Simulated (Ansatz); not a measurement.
Scan of SnH2⁺, doublet

Starting geometry (PBE0/def2-TZVP stationary point for this spin, not checked as a minimum):

```xyz
3

Sn    0.0000    0.0000    0.0000
H     0.0000    0.0000   -1.6554
H     0.0000    0.0000    1.6554
```

From there all distances are scaled together; atoms are numbered as listed. Energies are in kcal/mol, counted from the starting geometry at the same level.

Basis def2-TZVP with its core potentials; Ansatz 0.2.0. Correlated methods freeze the noble-gas cores and the filled d shells of p-block atoms. R marks a restricted (for open shells ROHF) determinant, U an unrestricted one. Active spaces: valence = (5e, 6o) chosen from the atoms' valence shells. No spin–orbit coupling is included; scalar relativity enters through the core potentials alone.

Unrestricted rows (U) aren't spin-pure: their determinants' ⟨S²⟩ exceeds S(S+1) by up to 0.99, so they mix in states of higher spin. Coupled cluster chose its determinant by a search with trial CCSD, here up to 0.90 eV above the lowest Hartree–Fock solution of its kind. Runs in a small pair space aren't shown, since their orbitals change along the scan. A value is left out where its run failed or describes another state than the reference as far as symmetry and spin tell, or, spin-broken singlets apart, can't be checked. So is a cluster or MP2 value whose T1 reaches 0.2, or 0.1 on a determinant over 1 eV above the lowest, or whose CCSD ends far below full CI on such a determinant. The reference follows the lowest state, whose symmetry changes from Πu to Σg⁺ or Δg between 1.108 and 1.307.

Full CI is exact within this basis and frozen core; it isn't the basis-set limit. The frozen core follows each run's orbitals, which can shift R against U totals by a few meV for light atoms and by up to 0.1 eV past Ca.

```csv
scale of all distances,full CI,error UMP2,error RCCSD,error UCCSD,error RCCSDT(Q),error UCCSDT(Q),error CASSCF (valence space)
0.871,25.9,-2.0,-0.4,-0.3,0.0,0.0,1.5
1.000,0.0,0.0,0.0,0.0,0.0,0.0,0.0
1.108,6.3,2.7,0.5,0.5,0.0,0.0,-1.6
1.307,19.6,4.5,0.7,0.7,0.0,0.2,-3.3
1.506,34.9,6.1,1.2*,1.2,0.0*,0.3,-7.2
1.753,52.8,2.9,1.8*,1.7,0.0*,0.3,-10.4
2.033,–,–,–,–,–,–,–
2.389,69.5,-5.3,–,-0.2,–,0.3,–
```

An asterisk marks runs whose energy the program itself flagged as in doubt.

Errors are those of relative energies. In total energy the starting point itself misses full CI by: UMP2 14.0, RCCSD 1.5, UCCSD 1.3, RCCSDT(Q) 0.0, UCCSDT(Q) -0.2, CASSCF (valence space) 29.9 kcal/mol.

Spread of the error over the points with a reference, to 2.389 (largest less smallest): RCCSDT(Q) 0.0 (6 of 7 points), UCCSDT(Q) 0.3, UCCSD 2.1, RCCSD 2.2 (6 of 7 points), UMP2 11.4, CASSCF (valence space) 11.9 (6 of 7 points) kcal/mol.

Going outwards, the relative energy of UCCSD first misses by more than 1.0 kcal/mol at 1.506.

Going outwards, the relative energy of CASSCF (valence space) first misses by more than 1.0 kcal/mol at 1.108.
